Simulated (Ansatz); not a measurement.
# C2H5N, SMILES CC=N: vertical and adiabatic energies of changing the electron count

Program: the Python package of Ansatz (0.2.0).

The script, `adiabatic_c2h5n.py`:
```python
"""Vertical and adiabatic ionisation of C2H5N."""

import itertools

import ansatz as az
from ase.data import atomic_numbers, covalent_radii
import numpy as np

mol = (
    az.Crystal.molecule()
    .atom("C", [-0.48771, 0.62143, -0.27975])
    .atom("C", [0.59501, -0.15018, 0.41712])
    .atom("N", [0.78184, -1.38877, 0.3998])
    .atom("H", [-0.42905, 0.44896, -1.35447])
    .atom("H", [-1.46353, 0.27082, 0.05645])
    .atom("H", [-0.40811, 1.68692, -0.08702])
    .atom("H", [1.30389, 0.4273, 1.00421])
    .atom("H", [0.10767, -1.91648, -0.15634])
)

calc = (
    mol.calculation()
    .basis(gaussian="def2-SVP")
    .functional("pbe0")
)
symbols = [site.symbol for site in mol.cartesian_sites]
start = np.array([site.position_ang for site in mol.cartesian_sites], dtype=float)
data = calc.relax(force_tolerance=0.01).run(threads=1).report
end = np.array(data["positions_ang"])

minimum = az.Crystal.molecule()
for symbol, place in zip(symbols, end):
    minimum = minimum.atom(symbol, place.tolist())
ion = (
    minimum.calculation()
    .basis(gaussian="def2-SVP")
    .functional("pbe0")
    .charge(1)
    .spin("collinear", total=1)
)
vertical = ion.run(threads=1).report
settled = ion.relax(force_tolerance=0.01, max_steps=80).run(threads=1).report
print(f"vertical ionisation energy   {vertical['free_energy_ev'] - data['free_energy_ev']:.3f} eV")
print(f"adiabatic, no zero point     {settled['free_energy_ev'] - data['free_energy_ev']:.3f} eV")
print(f"relaxation energy of the ion {vertical['free_energy_ev'] - settled['free_energy_ev']:.3f} eV")
ionised = np.array(settled["positions_ang"])
# pairs closer than 1.2 times the sum of covalent radii, before or after
radius = [covalent_radii[atomic_numbers[s]] for s in symbols]
span = lambda where, i, j: np.linalg.norm(where[i] - where[j])
bonded = [(i, j) for i, j in itertools.combinations(range(len(symbols)), 2) if min(span(end, i, j), span(ionised, i, j)) < 1.2 * (radius[i] + radius[j])]
print("pair        before    after (A)")
for i, j in bonded:
    print(f"{symbols[i]}{i}-{symbols[j]}{j}".ljust(10), f"{span(end, i, j):8.4f} {span(ionised, i, j):8.4f}")
for first, second in list(itertools.combinations(bonded, 2)):
    shared = set(first) & set(second)
    if shared and symbols[(j := shared.pop())] != "H":
        i, k = sorted((set(first) | set(second)) - {j})
        u, v = ionised[i] - ionised[j], ionised[k] - ionised[j]
        angle = np.degrees(np.arccos(np.clip(u @ v / np.linalg.norm(u) / np.linalg.norm(v), -1, 1)))
        print(f"final angle {symbols[i]}{i}-{symbols[j]}{j}-{symbols[k]}{k}: {angle:.2f} deg")
```

Running `python adiabatic_c2h5n.py` prints:
```text
vertical ionisation energy   9.945 eV
adiabatic, no zero point     9.198 eV
relaxation energy of the ion 0.748 eV
pair        before    after (A)
C0-C1        1.4972   1.4932
C0-H3        1.1025   1.1035
C0-H4        1.1006   1.0959
C0-H5        1.1025   1.1035
C1-N2        1.2669   1.2403
C1-H6        1.1059   1.1120
N2-H7        1.0281   1.0241
final angle C1-C0-H3: 107.10 deg
final angle C1-C0-H4: 113.03 deg
final angle C1-C0-H5: 107.12 deg
final angle C0-C1-N2: 125.89 deg
final angle C0-C1-H6: 118.32 deg
final angle H3-C0-H4: 111.00 deg
final angle H3-C0-H5: 107.32 deg
final angle H4-C0-H5: 111.00 deg
final angle N2-C1-H6: 115.80 deg
final angle C1-N2-H7: 152.70 deg
```

The energies are electronic: no zero-point or thermal terms, and the basis set is short of its limit. The product may relax into another structure. Each relaxation finds its nearest minimum, which needn't be the lowest. Wall time of the script: 64 s on 1 thread of Arm Neoverse V1, on a shared host, peak memory 0.22 GiB.
